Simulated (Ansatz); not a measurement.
# Scan of [Br···H···Si], triplet

Starting geometry:

```csv
atom,x (Å),y (Å),z (Å)
Br,0.0000,0.0000,-1.5692
H,0.0000,0.0000,-0.1486
Si,0.0000,0.0000,1.7178
```

From there H2 is moved from one fragment to the other while all else, the fragments' distance too, stays fixed; atoms are numbered as listed. Energies are in eV, counted from the starting geometry at the same level.

Basis cc-pVTZ; Ansatz 0.2.0. Only valence electrons are correlated (noble-gas cores and the filled d shells of p-block atoms frozen). R marks a restricted (for open shells ROHF) determinant, U an unrestricted one. No spin–orbit coupling is included, and no scalar relativity.

Full CI isn't at hand for all of this; UCCSDT(Q) serves as the reference, and is uncertain by about the last step of the cluster series. The frozen core follows each run's orbitals, which can shift R against U totals by a few meV for light atoms and by up to 0.1 eV past Ca.

| distance Br1-H2 (Å) | RMP2 |
| --- | --- |
| 1.421 | 0.000 |
| 1.482 | -0.029 |
| 1.603 | 0.019 |
| 1.725 | 0.166 |
| 1.847 | 0.469 |

**Question.** Estimate the UCCSDT(Q) curve in cc-pVTZ from this one, knowing how RMP2 errs.

**Answer.** The computed UCCSDT(Q) values, in eV from the starting point, and the error of RMP2 against them:
| distance Br1-H2 (Å) | UCCSDT(Q) | RMP2 less UCCSDT(Q) |
| --- | --- | --- |
| 1.421 | 0.000 | 0.000 |
| 1.482 | -0.032 | 0.002 |
| 1.603 | 0.013 | 0.006 |
| 1.725 | 0.134 | 0.033 |
| 1.847 | 0.370 | 0.100 |

The error spans 0.100 eV and is largest, 0.100 eV, at 1.847 Å.
